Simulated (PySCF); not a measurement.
Geometry:
```tsv
atom	x (Å)	y (Å)	z (Å)
C1	-1.190	-0.451	0.213
C2	-0.117	0.535	-0.220
C3	1.287	-0.036	-0.103
F4	-0.203	1.662	0.585
H5	-1.013	-0.763	1.239
H6	-1.169	-1.324	-0.432
H7	-2.172	0.011	0.154
H8	-0.307	0.895	-1.240
H9	1.479	-0.344	0.922
H10	1.388	-0.896	-0.759
H11	2.023	0.714	-0.384
```

Computed data (PySCF): shielding tensors at PBE0/pcSseg-1 (GIAO), GFN2-xTB geometry. No relativistic terms, no solvent model, one conformer, rapidly exchanging positions averaged.

Shifts are taken against calculated references (same method and geometry level): 13C and 1H vs TMS; 19F against CFCl3.

```tsv
atoms	nucleus	count	δ (ppm)
F4	19F	1	-200.7
C2	13C	1	89.7
C1/C3	13C	2	?
H8	1H	1	4.95
H5/H6/H7/H9/H10/H11	1H	6	?
```

**Question.** Fill in the missing shifts.

**Answer.** 
- C1/C3: 25.2 ppm, methyl carbon; a saturated carbon with 1 carbon neighbour and no heteroatom attached
- H5/H6/H7/H9/H10/H11: 1.32 ppm, hydrogen on a methyl carbon

Shifts are as computed. Against solution values, carbons near 30 ppm lie about +3 ppm off and those near 130 ppm about +5 ppm. Of 1211 compounds with measured shifts, 218 miss one by over three times the rms of a fit or turn the order of signals round; such compounds aren't used in these exercises. Unscaled 19F shifts against computed CFCl3 carry errors that often reach 10 to 50 ppm.
